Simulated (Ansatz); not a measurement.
AlH2(vinyl) (C2H5Al). Total charge 0; singlet. Geometry PBE0-D4/def2-TZVP, basis def2-TZVP, Ansatz.

```tsv
atom	x (Å)	y (Å)	z (Å)
Al1	0.033	0.185	-1.470
H2	0.366	1.298	-2.552
H3	-0.454	-1.263	-1.906
C4	0.190	0.517	0.432
C5	-0.127	-0.450	1.299
H6	0.525	1.465	0.855
H7	-0.466	-1.429	0.963
H8	-0.066	-0.323	2.378
```

| run | HOMO (eV) | LUMO (eV) |
| --- | --- | --- |
| A | -6.71 | -2.36 |
| B | -6.80 | -2.49 |
| C | -10.84 | 0.40 |
| D | -7.69 | -2.03 |
| E | -7.89 | -1.87 |
| F | -7.55 | -1.93 |

LC-ωPBE has ω = 0.4 bohr⁻¹. B3LYP takes the VWN-RPA correlation. HSE06 is defined as in plane-wave codes, on full-range PBE exchange.

Q: The runs used B3LYP, BLYP, HSE06, LC-ωPBE, PBE, r2SCANh. Estimate which is which.

A: A BLYP (0 % exact exchange); B PBE (0 % exact exchange); C LC-ωPBE (range-separated); D HSE06 (range-separated); E B3LYP (20 % exact exchange); F r2SCANh (10 % exact exchange). Exact exchange lowers occupied and raises empty levels; among semilocal functionals meta-GGAs tend to open the gap a little, and such runs are hard to tell apart. The gap grows from 4.31 eV (PBE) to 11.23 eV (LC-ωPBE).
